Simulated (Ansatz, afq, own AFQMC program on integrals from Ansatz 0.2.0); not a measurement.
Two steps: Ansatz 0.2.0 writes the Fock matrix and Cholesky factors of the valence space, and afq projects on them the lowest state that overlaps trial and start.

```yaml
crystal:
  periodic: [false, false, false]
  atoms:
    - {symbol: Fe, position_ang: [0.000000, 0.000000, 0.000000]}
basis:
  gaussian: {orbitals: def2-SVP}
magnetization: {spin_polarized: true, initial_magnetization: 4}
correlation: {method: ccsd_t, electrons: outside_noble_gas, hamiltonian_folder: ham}
```

```sh
$ ansatz run in.yaml --threads 1 --pin off --events-out ev --progress --plain --max-ram 24576MiB --backend cuda --devices 0, --max-vram 18GiB
```

Options of the walk:

```
--method phaseless --trial cisd --walkers 4000 --populations 20 --least-time 60 --time-step 0.005 --steps-per-block 50 --equilibration-blocks 40 --max-blocks 4000 --target-error 0.0001 --factor-cut 1e-05 --start spin_pure --seed 8009 --release-times 0.24,0.5,1,1.5 --release-step 0.02 --release-every 3 --taylor-order 6
```

Times are imaginary, in 1/Eh. The walk had a cap of 122 s. With eight or more populations the least sampling time is a fifth of least-time, and the error comes from their spread.

Output of the walk:

```
orbitals 22  electrons 6 2  factors 173 of 237
reference energy -1262.26059263 Eh
CCSD correlation -0.12036589 Eh in 11 cycles, weight of the determinant in the CISD state 0.9230
energy of the start -1262.380801 Eh
 block  time / (1/Eh)  mean weight  energy / Eh
     1     0.250  0.9999  -1262.380850
     2     0.500  0.9998  -1262.381462
     3     0.750  1.0000  -1262.381944
     4     1.000  1.0000  -1262.382271
     5     1.250  1.0000  -1262.382693
    10     2.500  0.9996  -1262.383433
    19     4.750  1.0000  -1262.383711
    29     7.250  1.0000  -1262.383700
    35     8.750  0.9996  -1262.384074
    39     9.750  0.9998  -1262.383750
    49    12.250  0.9998  -1262.383617
    59    14.750  0.9998  -1262.383217
    65    16.250  0.9999  -1262.383068
    69    17.250  0.9994  -1262.383408
    79    19.750  0.9996  -1262.383607
    89    22.250  1.0000  -1262.383557
error from the spread of 20 populations
released: time / (1/Eh)  energy / Eh  error  mean overlap
  0.24  -1262.383686  0.000065  0.9980
  0.50  -1262.383793  0.000053  0.9944
  1.00  -1262.383841  0.000045  0.9974
  1.50  -1262.383825  0.000044  0.9961
energy -1262.383575 +/- 0.000055 Eh
(rows thinned)
```

The run passed its tests (sampling time, drift between the halves within three errors, error under three times the target), which doesn't prove that it has relaxed.

Against this walk (error 1.5 meV) on the same determinant: CCSD(T) 3.4 meV lower, CCSDT(Q) 10.8 meV lower, CCSDTQ 11.0 meV lower, full CI 10.5 meV lower. The error is statistical and leaves out the bias of the constraint. Released to 1.50 1/Eh the energy lies 6.8 ± 1.9 meV (both errors) below the phaseless value, which shows part or all of the bias of the constraint, and full CI lies 3.7 meV below the released value. Full CI is exact here, so the walk's 11 meV above it is the walk's own error: the bias of the constraint with this trial.

Cautions: constraint bias not in the error; no relativity below Rb; outer-core shells of the metal frozen.

The walk took 26 s on 1 × NVIDIA H100 80GB HBM3 with 2 threads of AMD EPYC 7R13 Processor (Zen 3), on a shared host (the card was shared). The log's last line is the phaseless energy.

CCSDT and higher add their correlation energy to the determinant of the CCSD(T) run, since their own runs factorise the integrals more tightly (a shift of under 2 meV). A walk keeps the symmetry of its determinant, which the program's search chose and which needn't be the lowest solution, so a lower state of the same spin and another symmetry isn't excluded.
